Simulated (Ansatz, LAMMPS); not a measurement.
Cubic perovskite SrTiO₃ (cubic form, which distorts at low temperature), bulk modulus

Reference value: 172 GPa (measured, room temperature, not corrected to a static lattice, Murnaghan fit, our sources range from 165 to 179; as tabulated in Guennou et al. (2010), arXiv:0910.0710).

```
level (code)                                 value (GPa)  cell (Å³/atom)  difference (%)
-------------------------------------------  -----------  --------------  --------------
ionic model pedone2006 (rigid ions, LAMMPS)          169           12.07            -1.7
LDA (Ansatz)                                         202           11.45           +17.4
BLYP (Ansatz)                                        161           12.54            -6.4
PBE (Ansatz)                                         170           12.20            -1.2
PBEsol (Ansatz)                                      186           11.78            +8.1
RPBE (Ansatz)                                        156           12.53            -9.3
PBE-D3(BJ) (Ansatz)                                  178           11.95            +3.5
PBEsol-D3(BJ) (Ansatz)                               195           11.56           +13.4
r²SCAN (Ansatz)                                      189           11.93            +9.9
r²SCAN+rVV10 (Ansatz)                                194           11.84           +12.8
HSE06 (Ansatz)                                       193           11.82           +12.2
Hartree–Fock (Ansatz)                                213           11.95             +24
```

The reference is not for a static lattice or low temperature, so close values are not ranked against it.

The measured value isn't corrected to a static lattice, so vibrations enter the comparison. A static lattice is as a rule stiffer than a warm one, by over a tenth in soft solids.  Ionic model pedone2006, LDA, BLYP, PBE, PBEsol, RPBE, PBE-D3(BJ), PBEsol-D3(BJ), r²SCAN, r²SCAN+rVV10, HSE06, Hartree–Fock: the relaxation could not lower the start's symmetry, so the cell can be a saddle point above a distorted one. Each level is taken at its own relaxed cell. Cutoffs and k meshes differ between the levels. Ansatz's density-functional and Hartree–Fock values are scalar-relativistic unless marked +SOC, with PAW data made under PBE.

Empirical potentials (ionic model pedone2006) are fitted to chosen data: where that held the value shown, agreement is built in, and what lay outside the fit can be far off.

Differences are worked out from the printed values.

Ansatz is a program for electronic structure.
